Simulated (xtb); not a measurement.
xtb input:

```bash
xtb mol.xyz --gfn 2 --ohess tight --chrg -1 --uhf 0
```
mol.xyz:
```
6

C      0.14697100     0.98242685    -0.09105087
O      0.13497560     0.18589829     1.10282476
C      0.14686626    -0.55478396    -0.07213753
H     -0.78399202     1.51117856    -0.34588541
H     -0.79339626    -1.03734394    -0.33021043
H      1.09532419    -1.08908462    -0.29190387
```

Problem. What final total energy does it print?

Solution. -9.94777 Eh (GFN2-xTB).

It need not be the lowest isomer of its formula. Whether it binds its extra electron was not tested at this geometry.
